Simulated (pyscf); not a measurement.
Addition across a multiple bond or ene-type step: silane (SiH₄) + acetylene (HC≡CH) → H₂C=CH–SiH₃

Gas phase, singlet surface, charge 0. Bonds broken: Si1–H2. Bonds formed: Si1–C7, H2–C6. PySCF, gas phase, ωB97X-D3(BJ)/def2-SVP geometries. MP2 and CC: frozen core, UHF for open shells. ΔMP2 is the change of the MP2 total energy from the triple- to the quadruple-zeta basis.

Transition state (Å):

```xyz
9

Si     0.6691    -1.1509     0.2600
H     -0.3552     0.0846    -0.0740
H      0.6708    -2.0817     1.4151
H      0.3536    -1.9680    -0.9545
H      1.9490    -0.4141     0.1182
C     -0.6497     0.3304     1.2434
C      0.0915     1.1072     1.9834
H     -1.6482    -0.1076     1.3121
H      1.0946     1.4420     1.6938
```

One imaginary mode, 1017i cm⁻¹; descent along it reached the two sides named.

```tsv
bond	change	reactant side (Å)	saddle	product side
Si1–H2	breaks	1.490	1.639	3.8
Si1–C7	forms	3.6	2.9	1.869
H2–C6	forms	3.2	1.372	1.108
```

Electronic energies relative to the separated reactants (kcal/mol):

| level | barrier | reaction energy | reverse barrier |
|---|---|---|---|
| ωB97X-D3(BJ)/def2-TZVP | 49.5 | -49.1 | 98.6 |
| PBE/def2-TZVP | 40.6 | -46.9 | 87.5 |
| r²SCAN/def2-TZVP | 42.6 | -48.0 | 90.6 |
| B3LYP-D3(BJ)/def2-TZVP | 47.7 | -45.7 | 93.5 |
| PBE0-D3(BJ)/def2-TZVP | 43.4 | -50.6 | 94.0 |
| M06-2X/def2-TZVP | 50.9 | -45.1 | 96.0 |
| ωB97M-D3(BJ)/def2-TZVP | 50.5 | -45.5 | 95.9 |
| HF/def2-TZVP | 66.2 | -40.8 | 107.0 |
| MP2/def2-QZVPP | 56.0 | -43.5 | 99.6 |
| CCSD/def2-TZVPP | 55.6 | -43.5 | 99.2 |
| CCSD(T)/def2-TZVPP | 52.4 | -43.7 | 96.1 |
| CCSD(T)/def2-TZVPP + ΔMP2(QZVPP) | 51.9 | -44.0 | 96.0 |

With CCSD(T)/def2-TZVPP + ΔMP2(QZVPP) energies and thermal terms (ideal gas, 1 atm, RRHO with modes under 100 cm⁻¹ raised to 100, one conformer, R ln 2 for rigid chiral ones), in kcal/mol:

| T (K) | ΔH‡ | ΔG‡ | ΔH | ΔG |
|---|---|---|---|---|
| 298 | 51.6 | 59.7 | -39.9 | -31.5 |
| 600 | 51.5 | 67.9 | -40.1 | -22.9 |
| 900 | 51.8 | 76.0 | -39.8 | -14.4 |
| 1200 | 52.1 | 84.0 | -39.3 | -6.0 |

At the saddle there is also a short C–Si contact that neither side keeps. This is the saddle that the search found; another between the same sides may lie lower. The CCSD(T) − MP2 part came from Ansatz, without density fitting, on the same reference. The largest closed-shell T1 diagnostic is 0.030, which may signal static correlation.
